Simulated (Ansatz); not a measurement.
This Ansatz (a first-principles code) input (MP2/cc-pV(5+d)Z) gives -342.08554 Eh with 210 basis functions. A basis named .json is the Basis Set Exchange file of that set (core-valence sets with the plain set on hydrogen).

Ansatz 0.2 input:
```yaml
crystal:
  periodic: [false, false, false]
  atoms:
    - {symbol: P, position_ang: [0.00056199, 0.07657355, 0.08927023]}
    - {symbol: H, position_ang: [1.02683735, -0.58960829, -0.66288796]}
    - {symbol: H, position_ang: [-1.03526727, -0.55899489, -0.67616545]}
basis:
  gaussian:
    orbitals: cc-pV_5+d_Z.json
total_charge: -1
magnetization: {spin_polarized: false}
correlation: {method: mp2, electrons: outside_noble_gas}
```

Change:
```diff
- orbitals: cc-pV_5+d_Z.json
+ orbitals: pcseg-4.json
```

**Question.** What does the run give now?

**Answer.** -342.08220 Eh (MP2/pcseg-4, 227 functions), a change of +3.34 mEh.
